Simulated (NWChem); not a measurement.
# C4H8 (methylcyclopropane): levels of theory compared

Aim: a comparison of 6 runs (r2SCAN/def2-SVP, B3LYP/def2-SVP, BHLYP/def2-SVP, M06-2X/def2-SVP, M06-L/def2-SVP, TPSS/def2-SVP) of C4H8 (methylcyclopropane). 

The results are computed with NWChem 7.3.0.

1 further run of the same task is left out (set aside as unsound or not needed).

## Step 1: The system as given

The species is C4H8 (12 atoms), meant as a singlet with charge 0. SMILES: `CC1CC1`. The shape is that of a PBE0-D4/def2-TZVP optimisation.

Bond lengths: C1–C2 1.501 Å, C2–C3 1.497 Å, C2–C4 1.497 Å, C3–C4 1.501 Å, C1–H5 1.094 Å, C1–H6 1.094 Å, C1–H7 1.094 Å, C2–H8 1.086 Å, C3–H9 1.083 Å, C3–H10 1.084 Å, C4–H11 1.084 Å, C4–H12 1.083 Å. Some angles: C1–C2–C3 120.0°, C1–C2–C4 120.1°, C3–C2–C4 60.2°, C2–C3–C4 59.9°, C2–C4–C3 59.9°, C1–C2–H8 114.8°, C3–C2–H8 115.5°, C4–C2–H8 115.5°, C2–C1–H5 111.4°, C2–C1–H6 111.4°.

## Step 2: Energy and gradient at r2SCAN/def2-SVP (run 1)

Input file m1.xyz:

```xyz
12
C4H8 r2SCAN
C     -0.930100     1.036200    -0.440400
C     -0.402900    -0.134500     0.337700
C      1.045700    -0.195600     0.710600
C      0.495500    -1.131900    -0.325100
H     -1.829400     0.769600    -1.002800
H     -1.181000     1.872900     0.217600
H     -0.184100     1.390700    -1.157200
H     -1.092100    -0.541300     1.071500
H      1.317400    -0.603500     1.676300
H      1.683100     0.612900     0.371600
H      0.763100    -0.952500    -1.360100
H      0.391900    -2.178100    -0.065700
```

Input file m1.nw:

```
start m1
title "C4H8 r2SCAN"
memory 2200 mb

geometry units angstroms noautosym nocenter noautoz
  load format xyz m1.xyz
end

basis "ao basis" spherical bse
  * library def2-SVP
end

dft
  xc r2scan
  grid fine
  convergence energy 1e-08
  maxiter 100
  mulliken
  print low
end

task dft gradient
```

Launch:

```console
$ nwchem m1.nw > m1.out
```

The program printed:

```text
[...]
 d= 0,ls=0.0,diis     1   -156.9638260546 -2.82D+02  5.52D-03  2.29D-01     3.0
[...]
 d= 0,ls=0.0,diis     8   -156.9919860356  1.82D-09  1.22D-06  2.46D-08    21.0
         Total DFT energy =     -156.991986035649
      One electron energy =     -456.449932660614
           Coulomb energy =      199.253488565686
    Exchange-Corr. energy =      -24.584791506699
 Nuclear repulsion energy =      124.789249565978
[...]
      Total Density - Mulliken Population Analysis
     ---------------------------------------------
    Atom       Charge   Shell Charges
 -----------   ------   -------------------------------------------------------
    1 C    6     5.96   1.99  0.91  0.09  2.11  0.84  0.03
    2 C    6     6.23   1.99  0.91  0.31  2.12  0.85  0.05
    3 C    6     6.07   1.99  0.90  0.22  2.12  0.81  0.04
    4 C    6     6.07   1.99  0.90  0.22  2.12  0.81  0.04
    5 H    1     0.96   0.74  0.19  0.03
    6 H    1     0.96   0.74  0.19  0.03
    7 H    1     0.98   0.75  0.21  0.03
    8 H    1     0.96   0.75  0.18  0.02
    9 H    1     0.95   0.75  0.18  0.03
   10 H    1     0.95   0.74  0.18  0.03
[...]
                         DFT ENERGY GRADIENTS
    atom               coordinates                        gradient
                 x          y          z           x          y          z
   1 C      -1.757634   1.958134  -0.832235   -0.000489   0.001726  -0.001236
   2 C      -0.761371  -0.254168   0.638160   -0.000251  -0.002364   0.002249
   3 C       1.976086  -0.369630   1.342839    0.001020   0.001124   0.001026
   4 C       0.936359  -2.138981  -0.614350   -0.000285  -0.001191  -0.001345
   5 H      -3.457065   1.454333  -1.895017    0.004988   0.001161   0.003140
   6 H      -2.231766   3.539268   0.411204    0.001533  -0.004750  -0.003409
   7 H      -0.347899   2.628042  -2.186791   -0.003768  -0.002060   0.003867
   8 H      -2.063770  -1.022909   2.024841    0.005173   0.002823  -0.005306
   9 H       2.489525  -1.140450   3.167748   -0.002024   0.002778  -0.007013
  10 H       3.180598   1.158213   0.702222   -0.004753  -0.005838   0.002259
  11 H       1.442050  -1.799964  -2.570216   -0.001944  -0.001059   0.007494
[...]
```

It took 29 s on 1 thread of AMD EPYC 7B13 (Zen 3), shared host; peak memory 0.12 GiB.

## Step 3: Energy and forces at B3LYP/def2-SVP (run 2)

Input file nw.xyz:

```xyz
12

C     -0.930100     1.036200    -0.440400
C     -0.402900    -0.134500     0.337700
C      1.045700    -0.195600     0.710600
C      0.495500    -1.131900    -0.325100
H     -1.829400     0.769600    -1.002800
H     -1.181000     1.872900     0.217600
H     -0.184100     1.390700    -1.157200
H     -1.092100    -0.541300     1.071500
H      1.317400    -0.603500     1.676300
H      1.683100     0.612900     0.371600
H      0.763100    -0.952500    -1.360100
H      0.391900    -2.178100    -0.065700
```

Input file nw.nw:

```
start nw
memory total 2200 mb
geometry units angstrom noautosym nocenter noautoz
  load nw.xyz
end
basis "ao basis" spherical bse
  * library def2-SVP
end
dft
  xc b3lyp
  mult 1
  grid fine
  convergence energy 1e-08
  maxiter 100
  mulliken
end
task dft gradient
```

Launch:

```console
$ nwchem nw.nw > nw.out
```

The program printed (excerpt; [...] marks lines left out):

```text
[...]
          Wavefunction type:  closed shell.
          No. of atoms     :    12
          No. of electrons :    32
[...]
          Charge           :     0
          Spin multiplicity:     1
[...]
          AO basis - number of functions:    96
[...]
              XC Information
              --------------
                         B3LYP Method XC Potential
                     Hartree-Fock (Exact) Exchange  0.200
                        Slater Exchange Functional  0.800 local
                    Becke 1988 Exchange Functional  0.720 non-local
              Lee-Yang-Parr Correlation Functional  0.810
                  VWN I RPA Correlation Functional  0.190 local
[...]
 d= 0,ls=0.0,diis     1   -157.0626088932 -2.82D+02  7.35D-03  2.75D-01     2.5
[...]
 d= 0,ls=0.0,diis     8   -157.0990377462 -3.57D-10  3.39D-07  9.38D-10    16.5
         Total DFT energy =     -157.099037746193
      One electron energy =     -456.489410362453
           Coulomb energy =      199.302514455725
    Exchange-Corr. energy =      -24.701391405443
 Nuclear repulsion energy =      124.789249565978
[...]
      Total Density - Mulliken Population Analysis
     ---------------------------------------------
[...]
  wavefunction    = closed shell
                         DFT ENERGY GRADIENTS
    atom               coordinates                        gradient
                 x          y          z           x          y          z
   1 C      -1.757634   1.958134  -0.832235    0.000615   0.000204  -0.000447
   2 C      -0.761371  -0.254168   0.638160    0.001147  -0.001462   0.000690
   3 C       1.976086  -0.369630   1.342839   -0.001120   0.000319  -0.000509
   4 C       0.936359  -2.138981  -0.614350   -0.000704   0.000933   0.000358
   5 H      -3.457065   1.454333  -1.895017    0.005252   0.001029   0.003320
   6 H      -2.231766   3.539268   0.411204    0.001695  -0.005055  -0.003420
   7 H      -0.347899   2.628042  -2.186791   -0.003550  -0.002462   0.004115
   8 H      -2.063770  -1.022909   2.024841    0.005056   0.002416  -0.004875
   9 H       2.489525  -1.140450   3.167748   -0.002264   0.002436  -0.006861
  10 H       3.180598   1.158213   0.702222   -0.004898  -0.005481   0.001699
  11 H       1.442050  -1.799964  -2.570216   -0.001930  -0.000431   0.007233
[...]
```

It took 21 s on 1 thread of AMD EPYC 7B13 (Zen 3), shared host; peak memory 0.12 GiB.

## Step 4: Energy and forces at BHLYP/def2-SVP (run 3)

Input file c4h8.nw:

```
start c4h8
title "C4H8 BHLYP"
memory stack 880 mb heap 220 mb global 1100 mb
geometry units angstroms noautosym nocenter noautoz
C     -0.930100     1.036200    -0.440400
C     -0.402900    -0.134500     0.337700
C      1.045700    -0.195600     0.710600
C      0.495500    -1.131900    -0.325100
H     -1.829400     0.769600    -1.002800
H     -1.181000     1.872900     0.217600
H     -0.184100     1.390700    -1.157200
H     -1.092100    -0.541300     1.071500
H      1.317400    -0.603500     1.676300
H      1.683100     0.612900     0.371600
H      0.763100    -0.952500    -1.360100
H      0.391900    -2.178100    -0.065700
end
basis spherical bse
* library def2-SVP
end
dft
xc bhlyp
grid fine
convergence energy 1e-08
iterations 100
mulliken
print medium
end
task dft gradient
```

Launch:

```console
$ nwchem c4h8.nw > c4h8.out
```

The program printed (excerpt; [...] marks lines left out):

```text
[...]
          Wavefunction type:  closed shell.
          No. of atoms     :    12
          No. of electrons :    32
[...]
          Charge           :     0
          Spin multiplicity:     1
[...]
          AO basis - number of functions:    96
[...]
              XC Information
              --------------
                        BHLYP Method XC Functional
                     Hartree-Fock (Exact) Exchange  0.500
                        Slater Exchange Functional  0.500 local
                    Becke 1988 Exchange Functional  0.500 non-local
              Lee-Yang-Parr Correlation Functional  1.000
[...]
 d= 0,ls=0.0,diis     1   -156.9565163837 -2.82D+02  5.03D-03  2.17D-01     2.4
[...]
 d= 0,ls=0.0,diis     8   -156.9918640200 -1.69D-10  1.85D-07  5.02D-10    16.1
         Total DFT energy =     -156.991864019964
      One electron energy =     -456.400867532716
           Coulomb energy =      199.219346396564
    Exchange-Corr. energy =      -24.599592449789
 Nuclear repulsion energy =      124.789249565978
[...]
      Total Density - Mulliken Population Analysis
     ---------------------------------------------
[...]
  wavefunction    = closed shell
                         DFT ENERGY GRADIENTS
    atom               coordinates                        gradient
                 x          y          z           x          y          z
   1 C      -1.757634   1.958134  -0.832235    0.000709  -0.000718   0.000340
   2 C      -0.761371  -0.254168   0.638160   -0.003050   0.001116   0.000588
   3 C       1.976086  -0.369630   1.342839    0.002567   0.001590   0.002156
   4 C       0.936359  -2.138981  -0.614350    0.000066  -0.002770  -0.002472
   5 H      -3.457065   1.454333  -1.895017    0.000542  -0.000019   0.000262
   6 H      -2.231766   3.539268   0.411204    0.000279  -0.000498  -0.000279
   7 H      -0.347899   2.628042  -2.186791   -0.000004  -0.000394   0.000361
   8 H      -2.063770  -1.022909   2.024841    0.001262   0.000291  -0.000940
   9 H       2.489525  -1.140450   3.167748   -0.000617   0.000424  -0.001723
  10 H       3.180598   1.158213   0.702222   -0.001435  -0.001233   0.000124
  11 H       1.442050  -1.799964  -2.570216   -0.000546   0.000281   0.001747
[...]
```

Run time: 21 s. Hardware: 1 thread of AMD EPYC 7B13 (Zen 3), shared host; peak memory 0.12 GiB.

Runs 4 to 5 aren't shown in full; the table further down has their settings and results.

## Step 5: Energy and forces at TPSS/def2-SVP (run 6)

Input file c4h8.nw:

```
echo
start c4h8
title "C4H8 TPSS"
memory stack 880 mb heap 220 mb global 1100 mb
charge 0

geometry units angstroms noautosym nocenter noautoz
   C     -0.930100     1.036200    -0.440400
   C     -0.402900    -0.134500     0.337700
   C      1.045700    -0.195600     0.710600
   C      0.495500    -1.131900    -0.325100
   H     -1.829400     0.769600    -1.002800
   H     -1.181000     1.872900     0.217600
   H     -0.184100     1.390700    -1.157200
   H     -1.092100    -0.541300     1.071500
   H      1.317400    -0.603500     1.676300
   H      1.683100     0.612900     0.371600
   H      0.763100    -0.952500    -1.360100
   H      0.391900    -2.178100    -0.065700
end

basis spherical bse
   * library def2-SVP
end

dft
   xc xtpss03 ctpss03
   grid fine
   convergence energy 1e-08
   maxiter 100
   mulliken
   noprint "final vectors analysis"
end

task dft gradient
```

Launch:

```console
$ nwchem c4h8.nw > c4h8.out
```

The program printed:

```text
[...]
          Wavefunction type:  closed shell.
          No. of atoms     :    12
          No. of electrons :    32
[...]
          Charge           :     0
          Spin multiplicity:     1
[...]
          AO basis - number of functions:    96
[...]
              XC Information
              --------------
                  TPSS metaGGA Exchange Functional  1.000
             TPSS03 metaGGA Correlation Functional  1.000
[...]
 d= 0,ls=0.0,diis     1   -157.0952698198 -2.82D+02  6.74D-03  2.39D-01     3.0
[...]
 d= 0,ls=0.0,diis     8   -157.1315474141  1.68D-09  1.18D-06  2.16D-08    20.9
         Total DFT energy =     -157.131547414129
      One electron energy =     -456.495278303720
           Coulomb energy =      199.323637471516
    Exchange-Corr. energy =      -24.749156147902
 Nuclear repulsion energy =      124.789249565978
[...]
      Total Density - Mulliken Population Analysis
     ---------------------------------------------
    Atom       Charge   Shell Charges
 -----------   ------   -------------------------------------------------------
    1 C    6     5.91   1.99  0.90  0.06  2.12  0.80  0.03
    2 C    6     6.20   1.99  0.90  0.29  2.14  0.83  0.05
    3 C    6     6.04   1.99  0.90  0.19  2.14  0.79  0.04
    4 C    6     6.04   1.99  0.90  0.19  2.14  0.79  0.04
    5 H    1     0.98   0.76  0.20  0.02
    6 H    1     0.98   0.76  0.20  0.02
    7 H    1     1.00   0.76  0.21  0.02
    8 H    1     0.98   0.77  0.19  0.02
    9 H    1     0.97   0.76  0.18  0.02
   10 H    1     0.97   0.76  0.19  0.02
[...]
  wavefunction    = closed shell
                         DFT ENERGY GRADIENTS
    atom               coordinates                        gradient
                 x          y          z           x          y          z
   1 C      -1.757634   1.958134  -0.832235    0.000971  -0.000624   0.000112
   2 C      -0.761371  -0.254168   0.638160    0.002874  -0.001843   0.000118
   3 C       1.976086  -0.369630   1.342839   -0.002461   0.000135  -0.001056
   4 C       0.936359  -2.138981  -0.614350   -0.001324   0.001977   0.001168
   5 H      -3.457065   1.454333  -1.895017    0.006683   0.001660   0.004137
   6 H      -2.231766   3.539268   0.411204    0.002040  -0.006273  -0.004648
   7 H      -0.347899   2.628042  -2.186791   -0.004897  -0.002792   0.005128
   8 H      -2.063770  -1.022909   2.024841    0.006010   0.003064  -0.005968
   9 H       2.489525  -1.140450   3.167748   -0.002577   0.003081  -0.008303
  10 H       3.180598   1.158213   0.702222   -0.005842  -0.006672   0.002314
  11 H       1.442050  -1.799964  -2.570216   -0.002387  -0.000794   0.008767
[...]
```

It took 29 s on 1 thread of AMD EPYC 7B13 (Zen 3), shared host; peak memory 0.12 GiB.

## Step 6: All runs side by side

```csv
run,level,energy (Eh),largest force (eV/Å),wall time
1,r2SCAN/def2-SVP,-156.991986,0.408,29 s
2,B3LYP/def2-SVP,-157.099038,0.396,21 s
3,BHLYP/def2-SVP,-156.991864,0.191,21 s
4,M06-2X/def2-SVP,-157.009203,0.309,28 s
5,M06-L/def2-SVP,-157.078850,0.445,34 s
6,TPSS/def2-SVP,-157.131547,0.478,29 s
```

## Step 7: Outcome

```
                       quantity          value
            run 6: total energy  -157.13155 Eh
           run 6: dipole moment         0.13 D
run 6: largest force on an atom     0.478 eV/Å
```

What this shows: Over runs 2, 3, 4, 5, 6 the dipole moment (its size) runs from 0.13 D (TPSS/def2-SVP) to 0.15 D (M06-L/def2-SVP). Over runs 2, 3, 4, 5 the HOMO–LUMO gap runs from 8.79 eV (M06-L/def2-SVP) to 11.97 eV (M06-2X/def2-SVP). Totals of different functionals can't be ranked against each other. All runs together took 2.7 min, the longest 34 s.
